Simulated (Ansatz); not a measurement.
A calculation with Ansatz (development build ahead of 0.2.0).

```yaml
crystal:
  periodic: [false, false, false]
  atoms:
    - { symbol: F, position_ang: [0.0, 0.0, 0.0] }
    - { symbol: H, position_ang: [0.0, 0.917, 0.0] }
    - { symbol: C, position_ang: [0.0, 0.6, 5.0] }
    - { symbol: C, position_ang: [0.0, -0.6, 5.0] }
    - { symbol: H, position_ang: [0.0, 1.66, 5.0] }
    - { symbol: H, position_ang: [0.0, -1.66, 5.0] }
basis:
  gaussian: { orbitals: cc-pVDZ }
total_charge: 1
magnetization:
  initial_magnetization: 1
hamiltonian:
  xc: hf
correlation:
  method: ccsd_t
  frozen_orbitals: { C: 1, F: 1, H: 0 }
scf:
  omitted_lower_state_checks: [stability, starts, atomic_configurations, cluster_reference, orbital_swaps, given_window_search, neighbouring_geometries, increment]
```

The input is written out in the form of the current development build from the run's settings. Correlation on restricted open-shell orbitals is semicanonical, with singles.

The run gave:

```
Converged                       : yes
Reference energy                : -176.48311 hartree
CCSD correlation energy         : -0.43247 hartree
Triples correction              : -0.00892 hartree
Total energy                    : -176.92450 hartree
Spin squared of the determinant : 0.750
```
